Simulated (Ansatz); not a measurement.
`O[SiH2]F` + NH₃ → `N[SiH2]F` + H₂O at 700 K and 1 bar (ligand exchange at the Si–O bond).

Isolated molecules relaxed with PBE0-D4/def2-TZVP in Ansatz; ΔE leaves out vibrations. CCSD(T)/CBS adds triple-zeta CCSD(T) − MP2 to the extrapolated MP2 energy (def2 sets, frozen cores). This one scheme is used for every species. Each species was taken in one conformer, which may not be the lowest.

```json
{"species": "`O[SiH2]F`", "CCSD(T)/CBS energy (Eh)": "-465.96250", "H − E (kJ/mol)": "137.3", "S (J/(mol·K))": "346.2"}
{"species": "NH₃", "CCSD(T)/CBS energy (Eh)": "-56.50880", "H − E (kJ/mol)": "116.9", "S (J/(mol·K))": "226.5"}
{"species": "`N[SiH2]F`", "CCSD(T)/CBS energy (Eh)": "-446.07709", "H − E (kJ/mol)": "173.7", "S (J/(mol·K))": "359.9"}
{"species": "H₂O", "CCSD(T)/CBS energy (Eh)": "-76.37941", "H − E (kJ/mol)": "80.5", "S (J/(mol·K))": "218.4"}
```

H − E and S are ideal-gas, rigid-rotor, harmonic terms from PBE0-D4/def2-TZVP, for one conformer and one mirror image of each species. 1 Eh = 2625.50 kJ/mol, R = 8.31446 J/(mol·K).

Task: By hand: ΔE, ΔH, ΔS and ΔG.

Result: ΔE = (-446.07709) + (-76.37941) − (-465.96250) − (-56.50880) = 0.01480 Eh = 38.9 kJ/mol. Δ(H − E) = 173.7 + 80.5 − 137.3 − 116.9 = 0.0, so ΔH = 38.9 kJ/mol. ΔS = 359.9 + 218.4 − 346.2 − 226.5 = 5.6 J/(mol·K). ΔG = 38.9 − 700 × (5.6)/1000 = 35.0 kJ/mol.

Task: By hand: the equilibrium constant, and the temperature at which ΔG would vanish if ΔH and ΔS stayed fixed.

Result: log₁₀ K = −ΔG/(RT ln 10) = -2.6. ΔG = 0 at ΔH/ΔS = 6946 K, far beyond where these terms or the molecules hold.

The number of gas molecules stays the same, so ΔS is small and ΔH decides. A doubt of 5 kJ/mol in ΔE shifts log₁₀ K by 0.4 here. Other conformers and mirror images would add mixing entropy, several J/(mol·K) or more a flexible species. These are equilibria of isolated gas molecules and say nothing of rates. Largest T1 diagnostic: 0.011 (customary marks: 0.02 for closed shells, 0.045 for open ones).
